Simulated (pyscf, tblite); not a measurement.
H₃Ge–TeH → H₂Ge=Te + hydrogen (H₂): energy along the mass-weighted descent from the GFN2-xTB saddle (tblite), relative to the relaxed reactant side.

```
s (amu^1/2 bohr) | E (kcal/mol)
    -4.08 |  0.0
    -3.12 | # 2.1
    -2.28 | ##### 8.6
    -1.32 | ############### 25.2
   -0.360 | ############################## 49.7
    0.480 | ############################# 48.8
     1.44 | ####################### 37.4
     2.28 | ################### 31.9
     3.12 | ################## 30.6
     3.37 | ################## 30.0
     3.66 | ################## 29.4
     3.93 | ################# 28.9
     4.10 | ################# 28.7
     4.27 | ################# 28.5
     4.43 | ################# 28.3
     4.58 | ################# 28.1
     4.69 | ################# 28.0
     4.79 | ################# 28.0
     4.90 | ################# 27.9
     4.99 | ################# 27.8
     5.09 | ################# 27.7
```

**Question.** The GFN2-xTB barrier from the reactant side is 2.30 eV. What does ωB97X-D3(BJ) (PySCF) give from its own reactant-side minimum, in def2-SVP and in def2-TZVP?

**Answer.** 2.40 eV in the double-zeta basis after reoptimising the saddle, and 2.36 eV in the triple-zeta single point, so the tight-binding barrier lies 0.06 eV under the latter. The imaginary mode goes from 1470i to 1379i cm⁻¹.
